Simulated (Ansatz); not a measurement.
`C/C=C(\F)CS`, charge 0, multiplicity 1.

Q: Give a relaxed structure at PBE0-D4/def2-TZVP (Ansatz). (An estimate is asked.)

A: Computed: 
Z-matrix (Å, degrees):
```
C
C 1 1.488
H 1 1.094 2 110.8
H 1 1.094 2 111.0 3 118.5
H 1 1.089 2 111.5 3 -120.6
C 2 1.324 1 125.5 3 119.9
H 2 1.085 1 118.4 3 -59.6
C 6 1.479 2 127.7 1 -179.9
F 6 1.350 2 120.3 1 0.3
S 8 1.822 6 113.6 2 113.4
H 8 1.090 6 109.7 2 -4.5
H 8 1.092 6 110.7 2 -123.7
H 10 1.342 8 96.1 6 62.7
```
This is one stationary point; other conformers may exist.
